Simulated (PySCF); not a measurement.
## Level of theory and adiabatic energies of losing or gaining an electron: N-methylmethanimine

Structure: `C=NC` (C2H5N).

All levels share the PBE0-D3(BJ)/def2-SVP structures and the PBE0-D3(BJ)/def2-SVP thermal terms; only the single-point energies (PySCF) change. Values are adiabatic energies of losing or gaining an electron (0 K, eV).

Measured (NIST Chemistry WebBook): adiabatic ionisation energy 9.35 eV.

```jsonl
{"level": "HF/6-311+G**", "ionisation energy to the radical cation": "7.71", "time": "2.7 s"}
{"level": "PBE/def2-SV(P)", "ionisation energy to the radical cation": "8.63", "time": "7.8 s"}
{"level": "BHandHLYP/def2-TZVPP (grid 1)", "ionisation energy to the radical cation": "8.75", "time": "12 s"}
{"level": "ωB97X-D3(BJ)/ma-def2-TZVP", "ionisation energy to the radical cation": "9.03", "time": "–"}
```

Times are wall times for all single points of a level on 1 thread of Arm Neoverse V2, a shared host; the dash marks the run that also made the structures. PBE ran on a slower path of this set-up, which computes the density-fitting integrals anew in every SCF cycle while the other levels store them. So the times needn't show the usual order of cost, and those levels read slower than they are.

Hartree-Fock leaves out electron correlation, so its ionisation energies and electron affinities from energy differences come out too low, often by 1 eV or more.

The spread: 1.33 eV, from 7.71 to 9.03.

Differences come from unrounded values, so a last digit can differ from that of the printed terms.
